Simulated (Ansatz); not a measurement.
# Worked example: correlation energy of [SiH3···H···GeH3], doublet

Geometry: a point of a hydrogen-transfer path between rigid fragments, not a stationary point.

| atom | x (Å) | y (Å) | z (Å) |
| --- | --- | --- | --- |
| Si | -2.7391 | 0.0000 | 0.0000 |
| H | -3.2339 | 1.3997 | 0.0000 |
| H | -3.2339 | -0.6999 | 1.2122 |
| H | -3.2339 | -0.6999 | -1.2122 |
| H | -1.2545 | 0.0000 | 0.0000 |
| Ge | 1.1439 | 0.0000 | 0.0000 |
| H | 1.6126 | -1.4659 | 0.0000 |
| H | 1.6126 | 0.7330 | -1.2695 |
| H | 1.6126 | 0.7330 | 1.2695 |

Basis cc-pVDZ; Ansatz 0.2.0. Only valence electrons are correlated (noble-gas cores and the filled d shells of p-block atoms frozen), which leaves 15 electrons in 61 orbitals. Prefix R: restricted or restricted open-shell reference; prefix U: unrestricted. No spin–orbit coupling is included, and no scalar relativity.

Full CI isn't at hand for all of this; UCCSDT(Q) serves as the reference, and is uncertain by about the last step of the cluster series.

Runs differ by some tens of microhartree through their thresholds and, for an open shell, their frozen cores, so steps under 0.03 kcal/mol mean nothing.

```
    level  total energy (hartree)
      UHF            -2368.263159
     UMP2            -2368.475478
    UCCSD            -2368.531836
 UCCSD(T)            -2368.536895
   UCCSDT            -2368.538120
UCCSDT(Q)            -2368.538254
```

Problem. What is the correlation energy at UCCSDT(Q), and what share of it do UMP2 and UCCSD recover?

Solution. E(corr) = -2368.538254 − (-2368.263159) = -0.275095 hartree = -7.486 eV. UMP2: -0.212319 / -0.275095 = 77.18 %. UCCSD: -0.268677 / -0.275095 = 97.67 %.

Problem. By how many kcal/mol does UCCSD(T) miss UCCSDT(Q) (1 hartree = 627.509 kcal/mol), and which steps make up the rest?

Solution. -2368.536895 − (-2368.538254) = 0.001359 hartree = 0.85 kcal/mol. Steps: UCCSDT − UCCSD(T) = -0.77, UCCSDT(Q) − UCCSDT = -0.08 kcal/mol. Differences between like states or geometries often cancel part of this.
